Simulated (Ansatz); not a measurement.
# BNH2 (SMILES B[N]): methods side by side

The species is BNH2 (4 atoms), meant as a triplet with charge 0. As SMILES, `B[N]`. The shape is that of a GFN2-xTB optimisation.

Each level gives the electronic atomisation energy (eV). The values are calculated. Electronic energies at fixed atoms, without zero-point motion or spin-orbit coupling.

```csv
level,kind,program,value (eV),less FCI/STO-3G
UHF/STO-3G,Hartree–Fock,Ansatz,10.50,-0.76
U-r2SCAN/STO-3G,meta-GGA,Ansatz,13.98,+2.72
U-r2SCAN0/STO-3G,hybrid meta-GGA,Ansatz,13.68,+2.42
UBHLYP/STO-3G,global hybrid,Ansatz,13.58,+2.32
U-wB97X/STO-3G,range-separated hybrid,Ansatz,13.78,+2.52
UB2PLYP/STO-3G,double hybrid,Ansatz,13.09,+1.83
UMP2/STO-3G,perturbation theory,Ansatz,11.24,-0.02
FCI/STO-3G,exact in the basis,Ansatz,11.26,0.00
```

FCI/STO-3G is exact within its basis and frozen core, so for wave-function methods in that basis the difference is their error; functionals converge differently with the basis, so for them it is only a difference. The values span 10.50 to 13.98 eV. All rows use very small basis sets, so none should be taken for the real molecule's value.
